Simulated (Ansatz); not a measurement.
Potential energy curve for H2, singlet.

Levels of theory: RMP2 = MP2 on RHF/aug-cc-pVTZ, frozen core (Ansatz, a quantum-chemistry and plane-wave program); RHF/aug-cc-pVTZ (Ansatz); FCI = full CI/aug-cc-pVTZ, frozen core in Ansatz.

Energies are in kJ/mol, each relative to the lowest point of its own curve near equilibrium.

| R / Å | RMP2 | RHF | FCI |
|---|---|---|---|
| 0.60 | 47.2 | 46.1 | 49.5 |
| 0.64 | 21.5 | 20.6 | 23.2 |
| 0.68 | 6.7 | 6.2 | 7.8 |
| 0.70 | 2.7 | 2.4 | 3.4 |
| 0.73 | 0.0 | 0.0 | 0.2 |
| 0.75 | 0.2 | 0.4 | 0.0 |
| 0.77 | 1.7 | 2.2 | 1.1 |
| 0.79 | 4.4 | 5.1 | 3.4 |
| 0.81 | 8.2 | 9.2 | 6.7 |
| 0.86 | 21.3 | 23.1 | 18.5 |
| 0.94 | 50.4 | 53.7 | 45.2 |
| 1.02 | 85.7 | 90.7 | 77.6 |
| 1.14 | 143.8 | 152.1 | 130.4 |
| 1.23 | 188.4 | 199.7 | 170.2 |
| 1.33 | 237.0 | 252.1 | 212.5 |
| 1.49 | 310.1 | 332.3 | 273.3 |
| 1.67 | 382.8 | 414.9 | 329.1 |
| 1.86 | 447.9 | 492.4 | 373.1 |
| 2.01 | 490.8 | 546.7 | 398.2 |
| 2.23 | 541.1 | 616.2 | 422.9 |
| 2.65 | 600.5 | 720.1 | 444.5 |
| 3.00 | 620.1 | 784.1 | 450.6 |

At the longest distance, 3.00 Å, RHF lies highest above its minimum (784.1 kJ/mol) and FCI lowest (450.6 kJ/mol).

The restricted form behind RMP2, RHF keeps the bonding electrons paired and can't separate into open-shell fragments. The T1 diagnostic of CCSD on the restricted reference of RMP2 exceeds 0.045 at 1.86 to 3.00 Å.
